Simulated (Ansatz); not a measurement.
**One element changed: atomization energies of Ag–CH3, Au–CH3**

Ansatz 0.2.0, basis def2-SVP; geometries are PBE0/def2-TZVP minima. Wave-function levels freeze the cores, and the metals' outer-core s and p shells; HF, MP2 and coupled cluster are restricted for singlets and unrestricted otherwise, atoms included. The reference is CCSDT(Q) (coupled cluster only where its series has nearly closed). An error is the level's value less the reference. None of these values is a measured one. Energies are electronic, without zero-point terms. No spin–orbit coupling; scalar relativity only by core potentials past Kr. The set is small: it underbinds, by tens of kJ/mol for each bond, so near ties and functionals' places can change in larger sets. The species are chosen: bound, without strong static correlation by their natural occupations or amplitudes, in their lowest spin state as far as vertical gaps and like structures tell, and with a ladder that closes on the reference, so errors are smaller than for species at large; levels whose determinant breaks symmetry or spin markedly are left out.

```csv
species,bonds (Å),quantity,symmetry of the states,reference,value (kcal/mol),error HF,error MP2,error CCSD,error CCSD(T),error CCSDT
"Ag–CH3, singlet","C–Ag 2.086, C–H 1.089, angles at C 108/111°",atomization,–,CCSDT(Q),333.7,-83.3,-0.8,-4.4,-0.2,-0.2
"Au–CH3, singlet","C–Au 2.011, C–H 1.089, angles at C 108/111°",atomization,–,CCSDT(Q),349.6,-87.3,1.7,-4.6,-0.2,-0.3
```

The reference rises from Ag to Au, by 15.9 kcal/mol in all.
